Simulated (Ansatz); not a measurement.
A made-up structure of SiNH₂ (charge +1), singlet:

```xyz
4
angstrom
N 0.3042 -0.5759 0.5700
Si -0.2229 0.4215 -0.4162
H 0.6559 -1.2430 1.2356
H 0.9357 -1.3667 0.6974
```

It is relaxed with PBE-D4/def2-SVP and then PBE0-D4/def2-TZVP (Ansatz 0.2.0). Atoms count as bonded within 1.22 times the sum of their covalent radii (H–H: 0.88 Å). The end point is not checked to be a true minimum.

(1) Does its bonding change? (Judge from chemistry; the calculation decides.)

Answers

(1) By the calculation: Yes. Formed: none; broken: H3–H4.

Where it ends: The first stage lowers the energy by 5.67 eV in 8 steps. It ends as SiNH₂ ([NH2][Si]), total charge +1:
```xyz
4
angstrom
N 0.4702 -0.7775 0.5882
Si -0.2381 0.4021 -0.3179
H 0.2877 -0.9398 1.5780
H 1.1532 -1.4488 0.2386
```

Labels in which every atom is bracketed show which atoms are joined, not bond orders.

For scale, one of the runs: PBE0-D4/def2-TZVP relaxation, 80 basis functions, launched by `ansatz run in.yaml --threads 2 --pin off --events-out ev --progress --plain --max-ram 4352MiB`. The run took about 4.8 s on 2 CPU threads of an Arm Neoverse V1 (shared host).
